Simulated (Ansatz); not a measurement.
Ideal-gas functions of H3O+ (`[OH3+]`) at 400 K and 1 bar, from an Ansatz frequency run at PBE0-D4/def2-TZVP.

Molar mass 19.02 g/mol, point group C3v (symmetry number 3), electronic degeneracy 1, moments of inertia 1.518, 1.518, 2.685 u Å². Harmonic wavenumbers (cm⁻¹, unscaled): 798, 1675, 1675, 3611, 3704, 3704.

Use S(trans) = R[1.5 ln M + 2.5 ln T − 1.1517]; rotational temperatures θ = 24.2544 K / I; S(rot) = R[ln(√π/σ · √(T³/θAθBθC)) + 1.5]; for each mode x = 1.438777 ν̃/T, S = R[x/(eˣ − 1) − ln(1 − e⁻ˣ)] and H = RT x/(eˣ − 1); 1 cm⁻¹ = 0.0119627 kJ/mol; R = 8.31446 J/(mol·K).

Q: By hand: the entropy, in J/(mol·K).

A: Translation 151.7. Rotation: θ = 15.9779, 15.9779, 9.0333 K, giving 50.6. Vibration, mode by mode: 1.92, 0.14, 0.14, 0.00, 0.00, 0.00, in all 2.2. Electronic 0.0. Sum 204.5 J/(mol·K).

Q: By hand: H − E and G − E in kJ/mol, counted from the electronic energy.

A: Zero-point energy ½ × 15167 × 0.0119627 = 90.7; thermal vibration 0.7; translation, rotation and pV give 4 RT = 13.3. H − E = 104.7 kJ/mol, and G − E = 104.7 − 400 × 204.5/1000 = 22.9 kJ/mol.

Vibration gives 1 % of the entropy.
